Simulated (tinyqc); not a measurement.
Orbital energy against energy difference: ionisation energy by orbital energies and by energy differences in the cc-pvdz basis, for LiH, spin multiplicity 1. Computed by the program tinyqc with PySCF. 

Geometry (angstrom):
```
atom       x       y       z
Li    0.0000  0.0000  0.0000
H     0.0000  0.0000  1.4670
```

CCSD(T) difference in the same basis = 8.0291 eV

IP-EOM-CCSD = 8.0292 eV

The cation is unrestricted; errors are against CCSD(T) in this basis, not against experiment.

First vertical ionisation energy (eV):
```
method     -e(HOMO)  E(cation) - E  error of -e(HOMO)  error of the difference
HF            8.365        7.18463              0.336                   -0.845
LDA           4.458        8.38884             -3.571                    0.360
PBE           4.440        8.22403             -3.589                    0.195
B3LYP         5.411        8.46421             -2.619                    0.435
PBE0          5.546        8.18366             -2.483                    0.155
CAM-B3LYP     6.975        8.45128             -1.054                    0.422
LC-wPBE       8.293        8.26566              0.264                    0.237
```

Koopmans errs by +0.34 eV and Delta-HF by -0.84 eV: relaxation, 1.18 eV, lowers the value and the missing correlation difference works against it. The PBE level is off by -3.6 eV through the wrong tail of its potential, though its energy difference is off by +0.19 eV; exact exchange deepens the level, and among the orbital energies LC-wPBE comes closest; among the differences PBE0 does.
